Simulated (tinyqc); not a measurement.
Inside a calculation (part 3 of 3). Method: UHF in the sto-3g basis, for LiH, spin multiplicity 3. Computed by tinyqc, a small Python program that keeps every step (integrals from PySCF). Command: `OMP_NUM_THREADS=1 python tinyqc.py 23649 23650 out.jsonl` (the two numbers bound the seeds that draw the settings). One thread of a shared host (Intel(R) Xeon(R) Processor @ 2.60GHz), about 0.1 s of CPU time with the checks.

Geometry (angstrom):
```
atom         x         y         z
Li    0.000000  0.000000  0.000000
H     0.000000  0.000000  2.685000
```

## Iteration 29 (converged): orbitals

converged F(alpha) (hartree), order 1Li 1s, 1Li 2s, 1Li 2px, 1Li 2py, 1Li 2pz, 2H 1s:
$$\begin{pmatrix}
-2.360555 & -0.631043 & 0.000000 & 0.000000 & -0.005817 & -0.014794 \\
-0.631043 & -0.341356 & 0.000000 & 0.000000 & 0.015637 & -0.126959 \\
0.000000 & 0.000000 & 0.133623 & 0.000000 & 0.000000 & 0.000000 \\
0.000000 & 0.000000 & 0.000000 & 0.133623 & 0.000000 & 0.000000 \\
-0.005817 & 0.015637 & 0.000000 & 0.000000 & 0.075243 & -0.188828 \\
-0.014794 & -0.126959 & 0.000000 & 0.000000 & -0.188828 & -0.494100
\end{pmatrix}$$

converged F(beta) (hartree), order 1Li 1s, 1Li 2s, 1Li 2px, 1Li 2py, 1Li 2pz, 2H 1s:
$$\begin{pmatrix}
-2.328696 & -0.640024 & 0.000000 & 0.000000 & -0.005396 & -0.014861 \\
-0.640024 & -0.077469 & 0.000000 & 0.000000 & -0.026578 & -0.029870 \\
0.000000 & 0.000000 & 0.194309 & 0.000000 & 0.000000 & 0.000000 \\
0.000000 & 0.000000 & 0.000000 & 0.194309 & 0.000000 & 0.000000 \\
-0.005396 & -0.026578 & 0.000000 & 0.000000 & 0.191417 & -0.031332 \\
-0.014861 & -0.029870 & 0.000000 & 0.000000 & -0.031332 & 0.258474
\end{pmatrix}$$

X, order 1Li 1s, 1Li 2s, 1Li 2px, 1Li 2py, 1Li 2pz, 2H 1s:
$$\begin{pmatrix}
1.023170 & -0.127279 & 0.000000 & 0.000000 & -0.003094 & 0.014216 \\
-0.127279 & 1.034891 & 0.000000 & 0.000000 & 0.017760 & -0.091686 \\
0.000000 & 0.000000 & 1.000000 & 0.000000 & 0.000000 & 0.000000 \\
0.000000 & 0.000000 & 0.000000 & 1.000000 & 0.000000 & 0.000000 \\
-0.003094 & 0.017760 & 0.000000 & 0.000000 & 1.026042 & -0.135171 \\
0.014216 & -0.091686 & 0.000000 & 0.000000 & -0.135171 & 1.037643
\end{pmatrix}$$

Diagonalise F' = X^T F X, C = X C', fill 3 alpha and 1 beta electrons from the bottom; D(s) = C_occ C_occ^T. Each column has its largest component positive (the first on a tie).

F' = X^T F X (alpha) (hartree):
$$\begin{pmatrix}
-2.312385 & -0.327629 & 0.000000 & 0.000000 & -0.013913 & 0.018036 \\
-0.327629 & -0.216757 & 0.000000 & 0.000000 & 0.044785 & -0.076724 \\
0.000000 & 0.000000 & 0.133623 & 0.000000 & 0.000000 & 0.000000 \\
0.000000 & 0.000000 & 0.000000 & 0.133623 & 0.000000 & 0.000000 \\
-0.013913 & 0.044785 & 0.000000 & 0.000000 & 0.123706 & -0.150734 \\
0.018036 & -0.076724 & 0.000000 & 0.000000 & -0.150734 & -0.455225
\end{pmatrix}$$

orbital energies (alpha) (hartree): MO1 -2.362449, MO2 -0.504944, MO3 -0.166085, MO4 0.133623, MO5 0.133623, MO6 0.172817

coefficients C (alpha), order 1Li 1s, 1Li 2s, 1Li 2px, 1Li 2py, 1Li 2pz, 2H 1s:
$$\begin{pmatrix}
0.992221 & -0.038718 & -0.270919 & 0.000000 & 0.000000 & -0.062371 \\
0.030546 & 0.117132 & 1.012800 & 0.000000 & 0.000000 & 0.235593 \\
0.000000 & 0.000000 & 0.000000 & 0.434145 & 0.900843 & 0.000000 \\
0.000000 & 0.000000 & 0.000000 & 0.900843 & -0.434145 & 0.000000 \\
0.002733 & 0.095021 & -0.197612 & 0.000000 & 0.000000 & 1.011568 \\
-0.003318 & 0.946338 & -0.206530 & 0.000000 & 0.000000 & -0.406644
\end{pmatrix}$$

F' = X^T F X (beta) (hartree):
$$\begin{pmatrix}
-2.272668 & -0.374289 & 0.000000 & 0.000000 & -0.006567 & 0.018962 \\
-0.374289 & 0.054618 & 0.000000 & 0.000000 & -0.012688 & -0.058014 \\
0.000000 & 0.000000 & 0.194309 & 0.000000 & 0.000000 & 0.000000 \\
0.000000 & 0.000000 & 0.000000 & 0.194309 & 0.000000 & 0.000000 \\
-0.006567 & -0.012688 & 0.000000 & 0.000000 & 0.214150 & -0.095208 \\
0.018962 & -0.058014 & 0.000000 & 0.000000 & -0.095208 & 0.295740
\end{pmatrix}$$

orbital energies (beta) (hartree): MO1 -2.331445, MO2 0.080537, MO3 0.176264, MO4 0.194309, MO5 0.194309, MO6 0.366484

coefficients C (beta), order 1Li 1s, 1Li 2s, 1Li 2px, 1Li 2py, 1Li 2pz, 2H 1s:
$$\begin{pmatrix}
0.991032 & -0.236300 & 0.143633 & 0.000000 & 0.000000 & 0.068379 \\
0.034948 & 0.854110 & -0.540556 & 0.000000 & 0.000000 & -0.270176 \\
0.000000 & 0.000000 & 0.000000 & 0.394793 & 0.918770 & 0.000000 \\
0.000000 & 0.000000 & 0.000000 & 0.918770 & -0.394793 & 0.000000 \\
0.003449 & 0.325159 & 0.743665 & 0.000000 & 0.000000 & -0.642324 \\
-0.004319 & 0.282336 & 0.326454 & 0.000000 & 0.000000 & 0.957746
\end{pmatrix}$$

D(alpha) after iteration 29, order 1Li 1s, 1Li 2s, 1Li 2px, 1Li 2py, 1Li 2pz, 2H 1s:
$$\begin{pmatrix}
1.059398 & -0.248613 & 0.000000 & 0.000000 & 0.052569 & 0.016021 \\
-0.248613 & 1.040418 & 0.000000 & 0.000000 & -0.188928 & -0.098429 \\
0.000000 & 0.000000 & 0.000000 & 0.000000 & 0.000000 & 0.000000 \\
0.000000 & 0.000000 & 0.000000 & 0.000000 & 0.000000 & 0.000000 \\
0.052569 & -0.188928 & 0.000000 & 0.000000 & 0.048087 & 0.130726 \\
0.016021 & -0.098429 & 0.000000 & 0.000000 & 0.130726 & 0.938222
\end{pmatrix}$$

D(beta) after iteration 29, order 1Li 1s, 1Li 2s, 1Li 2px, 1Li 2py, 1Li 2pz, 2H 1s:
$$\begin{pmatrix}
0.982145 & 0.034635 & 0.000000 & 0.000000 & 0.003418 & -0.004280 \\
0.034635 & 0.001221 & 0.000000 & 0.000000 & 0.000121 & -0.000151 \\
0.000000 & 0.000000 & 0.000000 & 0.000000 & 0.000000 & 0.000000 \\
0.000000 & 0.000000 & 0.000000 & 0.000000 & 0.000000 & 0.000000 \\
0.003418 & 0.000121 & 0.000000 & 0.000000 & 0.000012 & -0.000015 \\
-0.004280 & -0.000151 & 0.000000 & 0.000000 & -0.000015 & 0.000019
\end{pmatrix}$$

Within a degenerate level the vectors are fixed only up to a rotation; this is one choice.

## Convergence

Stop when the energy changes by less than 1e-09 hartree and every element of the error matrix X^T (F D S - S D F) X (for each spin) is below 9e-06.

Course of the cycle:
```
iteration  E (hartree)     change  largest element of the error matrix
1          -7.56157694          -                             2.17e-01
2          -7.68560074  -1.24e-01                             1.30e-01
3          -7.74342590  -5.78e-02                             7.18e-02
4          -7.76591052  -2.25e-02                             3.85e-02
5          -7.77403376  -8.12e-03                             2.03e-02
6          -7.77687855  -2.84e-03                             1.07e-02
7          -7.77786670  -9.88e-04                             5.56e-03
8          -7.77821368  -3.47e-04                             2.86e-03
9          -7.77833948  -1.26e-04                             2.02e-03
10         -7.77838772  -4.82e-05                             1.50e-03
11         -7.77840773  -2.00e-05                             1.13e-03
12         -7.77841681  -9.08e-06                             8.51e-04
13         -7.77842129  -4.48e-06                             6.46e-04
14         -7.77842365  -2.36e-06                             4.92e-04
15         -7.77842495  -1.30e-06                             3.75e-04
16         -7.77842570  -7.41e-07                             2.87e-04
17         -7.77842612  -4.28e-07                             2.20e-04
18         -7.77842637  -2.49e-07                             1.68e-04
19         -7.77842652  -1.46e-07                             1.29e-04
20         -7.77842660  -8.56e-08                             9.88e-05
21         -7.77842665  -5.03e-08                             7.58e-05
22         -7.77842668  -2.96e-08                             5.81e-05
23         -7.77842670  -1.74e-08                             4.46e-05
24         -7.77842671  -1.03e-08                             3.42e-05
25         -7.77842672  -6.04e-09                             2.62e-05
26         -7.77842672  -3.56e-09                             2.01e-05
27         -7.77842672  -2.09e-09                             1.54e-05
28         -7.77842672  -1.23e-09                             1.19e-05
29         -7.77842673  -7.26e-10                             9.09e-06
```

PySCF UHF in the same basis, after a stability check = -7.77842673 hartree

Converged in 29 iterations.

## Populations, bond orders and dipole

overlap S, order 1Li 1s, 1Li 2s, 1Li 2px, 1Li 2py, 1Li 2pz, 2H 1s:
$$\begin{pmatrix}
1.000000 & 0.241137 & 0.000000 & 0.000000 & 0.000000 & 0.004941 \\
0.241137 & 1.000000 & 0.000000 & 0.000000 & 0.000000 & 0.166959 \\
0.000000 & 0.000000 & 1.000000 & 0.000000 & 0.000000 & 0.000000 \\
0.000000 & 0.000000 & 0.000000 & 1.000000 & 0.000000 & 0.000000 \\
0.000000 & 0.000000 & 0.000000 & 0.000000 & 1.000000 & 0.254283 \\
0.004941 & 0.166959 & 0.000000 & 0.000000 & 0.254283 & 1.000000
\end{pmatrix}$$

Mulliken: Z minus the diagonal of D S on the atom; Loewdin: the same with S^(1/2) D S^(1/2); Mayer order: 2 sum_s sum (D(s) S)_ij (D(s) S)_ji over the two atoms.

Charges (e):
```
atom   Mulliken    Loewdin  Mulliken spin
1Li   -0.044922  -0.063194       1.044859
2H     0.044922   0.063194       0.955141
```

Mayer bond orders:
```
pair     order
2-1   0.085688
```

dipole moment about the origin, x y z (debye): [0.000000, 0.000000, 2.115080]

<S^2> of the determinant (pure state: 2) = 2.000002
